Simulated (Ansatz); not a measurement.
**C₂H₃ClFN: a ladder of functionals and wavefunction methods**

The task here is to estimate one member of a computed series from the others.

Method: functionals in def2-TZVPP, the program's frozen cores in correlated methods; program: Ansatz 0.2.0, Gaussian basis.

The runs, in order: LDA (SPW92), PBE-D4, revPBE-D4, BLYP-D4, r2SCAN-D4, B97M-V, PBE0-D4, B3LYP-D4, r2SCANh-D4, r2SCAN0-D4, HSE06-D4, BHLYP-D4, CAM-B3LYP-D4, LC-ωPBE, ωB97X-V, ωB97M-V, B2PLYP, PBE-QIDH; CCSD(T)/def2-SVP; CCSD(T)/def2-TZVPP; MP2/def2-QZVPP; extrapolation to the limit; RPA on PBE.

### The relaxed structure

The geometry comes from an earlier relaxation with PBE0-D4 in a triple-zeta def2 set; it is a stationary point, not always the lowest conformer.

SMILES `C/N=C(\F)Cl`, 8 atoms, charge 0, spin multiplicity 1.

Atoms are counted from 1 here; the program's logs count them from 0.

Bond lengths: C1–N2 1.443 Å, C1–H6 1.092 Å, C1–H7 1.093 Å, C1–H8 1.092 Å, N2–C3 1.234 Å, C3–F4 1.335 Å, C3–Cl5 1.711 Å. Angles: N2–C1–H6 108.4°, N2–C1–H7 114.4°, N2–C1–H8 108.4°, H6–C1–H7 109.2°, H6–C1–H8 107.0°, H7–C1–H8 109.2°, C1–N2–C3 121.1°, N2–C3–F4 126.1°, N2–C3–Cl5 123.8°, F4–C3–Cl5 110.2°.

The first run:

in.yaml reads:

```yaml
crystal:
  periodic: [false, false, false]
  atoms:
    - {symbol: C, position_ang: [-1.051688, 0.314709, 0.018055]}
    - {symbol: N, position_ang: [0.334903, 0.581390, -0.279020]}
    - {symbol: C, position_ang: [1.206390, -0.268195, -0.073835]}
    - {symbol: F, position_ang: [1.010681, -1.491450, 0.424998]}
    - {symbol: Cl, position_ang: [2.867495, -0.023917, -0.400857]}
    - {symbol: H, position_ang: [-1.403422, 1.068511, 0.725621]}
    - {symbol: H, position_ang: [-1.241333, -0.680223, 0.428265]}
    - {symbol: H, position_ang: [-1.630925, 0.442074, -0.898925]}
basis:
  gaussian: {orbitals: def2-TZVPP}
hamiltonian: {xc: lda}
output: {orbitals: {seedname: orbitals}}
```

Run with:

```
> ansatz run in.yaml --threads 2 --pin off --events-out ev --progress --plain --max-ram 4352MiB
```

Steps of the session up to this table: LDA; PBE-D4 (GGA); revPBE-D4 (GGA); BLYP-D4 (GGA); r2SCAN-D4 (meta-GGA); B97M-V (meta-GGA); B3LYP-D4 (hybrid); r2SCANh-D4 (hybrid); r2SCAN0-D4 (hybrid); HSE06-D4 (hybrid); BHLYP-D4 (hybrid); CAM-B3LYP-D4 (range-separated); LC-ωPBE (range-separated); ωB97X-V (range-separated); ωB97M-V (range-separated); B2PLYP (double hybrid); PBE-QIDH (double hybrid).

One of the session's tables, all rows but one given; the rest of the session is left out.

It belongs to the step «Frontier levels by functional». 

| functional | HOMO (eV) | gap (eV) |
| --- | --- | --- |
| LDA (SPW92) | -6.92 | 5.47 |
| PBE-D4 | -6.79 | 5.60 |
| revPBE-D4 | -6.74 | 5.64 |
| BLYP-D4 | -6.68 | 5.61 |
| r2SCAN-D4 | -7.16 | 6.17 |
| B97M-V | -7.32 | 6.49 |
| PBE0-D4 | -8.38 | 8.26 |
| B3LYP-D4 | -8.12 | 7.73 |
| r2SCANh-D4 | -7.74 | 7.15 |
| r2SCAN0-D4 | -8.62 | 8.63 |
| HSE06-D4 | -7.97 | 7.47 |
| BHLYP-D4 | -9.66 | 10.76 |
| CAM-B3LYP-D4 | -9.83 | 10.90 |
| LC-ωPBE | -11.20 | 13.48 |
| ωB97X-V | -10.81 | 13.05 |
| ωB97M-V | ? | ? |

**Question.** Estimate the row for ωB97M-V.

As computed: HOMO (eV): -10.68; gap (eV): 12.86. In the column «HOMO (eV)» it lies between ωB97X-V (-10.81) and CAM-B3LYP-D4 (-9.83).
